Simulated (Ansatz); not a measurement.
System: rhombohedral A7 Sb. Method: rVV10 (Ansatz, an electronic-structure program, PAW).

Settings: plane-wave cutoff 520 eV, 16×16×16 k mesh, Fermi–Dirac smearing 0.05 eV, scalar-relativistic PAW data made under PBE.

Response to compression and expansion:

Shape and atoms are relaxed at each volume.

```
V (Å³/atom)  P (GPa)   c (Å)  a (Å)
-----------  -------  ------  -----
31.733          1.45  11.451  4.382
32.394          0.67  11.608  4.397
33.055          0.01  11.769  4.411
33.716         -0.57  11.936  4.424
34.377         -1.05  12.120  4.433
```

Note: the bulk modulus comes from volumes at which shape and atoms were relaxed.
